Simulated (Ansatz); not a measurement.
in.yaml

```yaml
crystal:
  periodic: [false, false, false]
  atoms:
    - {symbol: O, position_ang: [0.000000, -0.542035, 1.840415]}
    - {symbol: Si, position_ang: [0.000000, 0.407289, 0.643977]}
    - {symbol: Si, position_ang: [0.000000, -0.052366, -1.604392]}
    - {symbol: H, position_ang: [0.000000, -1.285749, -2.452334]}
basis:
  gaussian: {orbitals: cc-pVDZ}
total_charge: 1
magnetization: {spin_polarized: false, initial_magnetization: 4}
correlation: {method: ccsdt_q, electrons: outside_noble_gas}
```

```sh
$ ansatz run in.yaml --threads 1 --pin off --events-out ev --progress --plain --max-ram 2393MiB
```

Question: Roughly how long does this take on 1 thread of Arm Neoverse V2, shared host, and how much host memory?

Answer: 92 s wall and 0.86 GiB.

```
1007 factors; integrals over basis functions are off by at most 1.5e-7 eV
mean field evaluation 1: about -17748.4938 eV, gradient 6.8e1 eV
mean field evaluation 2: about -17748.5017 eV, gradient 6.8e1 eV
mean field evaluation 4: about -17756.6440 eV, gradient 3.8e1 eV
mean field evaluation 8: about -17765.3142 eV, gradient 8.1e0 eV
mean field evaluation 16: about -17765.7477 eV, gradient 5.5e-2 eV
mean field evaluation 32: about -17765.7224 eV, gradient 8.4e-1 eV
mean field evaluation 64: about -17765.5339 eV, gradient 1.7e0 eV
mean field evaluation 96: about -17765.7422 eV, gradient 5.7e-1 eV
mean field evaluation 128: about -17765.5511 eV, gradient 3.6e-4 eV
mean field evaluation 160: about -17762.6929 eV, gradient 8.2e-2 eV
...
cycle  24  -8.33902464 eV  change   -1.4e-5 eV  update   2.0e-5
cycle  25  -8.33902672 eV  change   -2.1e-6 eV  update   1.4e-5
cycle  26  -8.33902842 eV  change   -1.7e-6 eV  update   1.1e-5
cycle  27  -8.33903032 eV  change   -1.9e-6 eV  update   8.1e-6
cycle  28  -8.33903295 eV  change   -2.6e-6 eV  update   6.7e-6
cycle  29  -8.33903400 eV  change   -1.1e-6 eV  update   5.2e-6
cycle  30  -8.33903485 eV  change   -8.4e-7 eV  update   4.0e-6
cycle  31  -8.33903490 eV  change   -5.0e-8 eV  update   3.2e-6
cycle  32  -8.33903356 eV  change    1.3e-6 eV  update   2.3e-6
cycle  33  -8.33903338 eV  change    1.8e-7 eV  update   1.5e-6
perturbative correction -0.01810375 eV, -0.0006653004 hartree
Total energy: -17774.10503981 eV, -653.1863124918 hartree
```

For the same geometry and basis UCCSDT(Q) lies 3.4 meV lower.
